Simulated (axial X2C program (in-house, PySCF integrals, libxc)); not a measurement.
BC⁻: cheaper levels and CCSD(T), two-component

Computed with an in-house relativistic program for diatomic molecules. Two-component (2c) means X2C with spin–orbit coupling and atomic mean-field two-electron Coulomb and Gaunt terms. Basis: C dyall-av3z [8s7p3d2f], B dyall-av3z [8s7p3d2f] (cores contracted in-house); Gaussian nuclei, density fitting, unrestricted open shells. Masses: C 12.000 u, B 11.009 u.

State: Ω = 2 (⟨Sz⟩ = 1.00, ⟨Lz⟩ = 1.00 at HF); fragments C- + B.

```json
{"level": "PBE0", "Re (Å)": "1.426", "ωe (cm⁻¹)": "1355.3", "De (eV)": "5.18"}
{"level": "HF", "Re (Å)": "1.398", "ωe (cm⁻¹)": "1473.3", "De (eV)": "3.12"}
{"level": "CCSD", "Re (Å)": "1.425", "ωe (cm⁻¹)": "1425.8", "De (eV)": "4.65"}
{"level": "LDA", "Re (Å)": "1.425", "ωe (cm⁻¹)": "1354.4", "De (eV)": "6.17"}
```

Correlated methods: 8 electrons correlated (number of frozen shells: C 1 s; B 1 s), 210 virtual spin orbitals or spinors in MP2, 90 natural virtuals in coupled cluster.

CCSD(T), same Hamiltonian and basis:

Re = 1.434 Å, ωe = 1403.6 cm⁻¹, De = 4.92 eV; T1 = 0.072 (Lee–Taylor normalisation).

(1) Give the differences from CCSD(T) in the columns below.

One determinant describes the state; a PBE0 search over occupations chose it and may have missed a lower one. De is counted from the lowest determinant-based energies of the atoms at the same level, without counterpoise correction. Density functionals use the spin component along the axis (collinear). Coupled cluster ran in a truncated set of natural virtual spinors; the MP2 energy of the rest was added. (T) has no such correction and the atoms are truncated less, which lowers De at CCSD(T) by a hundredth of an eV or more. In 2c an atomic determinant is not the ground J level, so De misses part of the atomic spin–orbit lowering. This holds for PBE0, LDA. Other states lie close and PBE0, whose exact exchange favours high spin, may order them wrongly; the determinant shown need not be the ground state. The nearest other 2c determinant of the search, Ω = 1, lies 0.15 eV up at the distance of the search. Without a current term, density functionals place determinants with orbital angular momentum somewhat too high. With several unpaired electrons one determinant need not be a pure state. Open-shell Ω = 0 determinants with evenly filled partner blocks cannot be reached by this program, so the Ω shown need not be the lowest component. The highest occupied level of some functionals is positive through self-interaction error; at Hartree–Fock it is bound. The determinant is spin-polarised beyond a pure state at some levels (its spin-free form has ⟨S²⟩ too high), which makes Re and μ there less reliable. The T1 diagnostic is large, a sign of multireference character. Hartree–Fock gets electron affinities wrong, so its lowest charge split need not be the true one.

Answers

(1) 

```csv
level,ΔRe (Å),Δωe (cm⁻¹),ΔDe (eV)
PBE0,-0.008,-48,0.26
HF,-0.036,70,-1.80
CCSD,-0.009,22,-0.27
LDA,-0.009,-49,1.25
```
